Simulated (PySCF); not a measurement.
BH2F.
Geometry (PBE0-D3(BJ)/def2-SVP, Å), atoms numbered from 1 in this order:
```xyz
4
BFH2 angstrom
B     -0.040    0.010   -0.219
F      1.226   -0.217   -0.498
H     -0.537    1.028   -0.645
H     -0.629   -0.811    0.445
```

The closed-shell ground state was solved at several levels (PySCF, density fitting, gas phase, non-relativistic).

```tsv
level	basis functions	total energy (Eh)	HOMO (eV)	LUMO (eV)	gap (eV)	dipole (D)
PBE0/def2-SVPD	59	-125.6952	-9.36	-1.23	8.13	0.77
PBE0/6-31+G*	40	-125.7894	-9.34	-1.20	8.14	0.78
HF/def2-SVPD	59	-125.2281	-13.28	2.15	15.43	1.04
PBE0/def2-TZVPD	95	-125.8410	-9.32	-1.22	8.10	0.73
PBE0/def2-SVP	38	-125.6887	-9.21	-1.00	8.21	0.58
LDA/def2-SVPD	59	-124.8881	-7.80	-2.61	5.19	0.66
mPW1PW91/pcSseg-2	100	-125.9452	-9.37	-1.22	8.15	0.75
PBE0/aug-cc-pVDZ	64	-125.7959	-9.30	-1.28	8.02	0.72
LC-wPBE/def2-SVPD	59	-125.7584	-12.22	1.23	13.45	0.79
```

(1) Estimate the row for PBE/def2-SVPD, a basis of 59 functions; the other rows only guide the guess.

(2) Over all these levels, which gives the widest orbital gap and which the narrowest?

(3) How much does the basis alone move the frontier levels among the 5 PBE0 rows?

(4) In the def2-SVPD basis, how does the gap go with the fixed share of exact exchange?

(5) How far do the dipole and the HOMO energy spread over the levels?

Results:

(1) Total energy -125.6867 Eh, HOMO -7.79 eV, LUMO -2.33 eV, gap 5.46 eV, dipole 0.63 D.

(2) HF/def2-SVPD (Hartree–Fock, all exact exchange) has the widest, 15.43 eV, and LDA/def2-SVPD (LDA) the narrowest, 5.19 eV. The two share the basis. From the narrowest to the widest the HOMO moves by -5.48 eV and the LUMO by +4.76 eV.

(3) The HOMO by 0.15 eV and the LUMO by 0.28 eV. By rising basis size (HOMO, LUMO in eV): def2-SVP -9.21, -1.00; 6-31+G* -9.34, -1.20; def2-SVPD -9.36, -1.23; aug-cc-pVDZ -9.30, -1.28; def2-TZVPD -9.32, -1.22.

(4) LDA (0 %) 5.19 eV; PBE (0 %) 5.46 eV; PBE0 (25 %) 8.13 eV; HF (100 %) 15.43 eV. Each rise in the share widens the gap here.

(5) The dipole runs from 0.58 to 1.04 D (mean 0.75 D) and the HOMO from -13.28 to -7.79 eV.
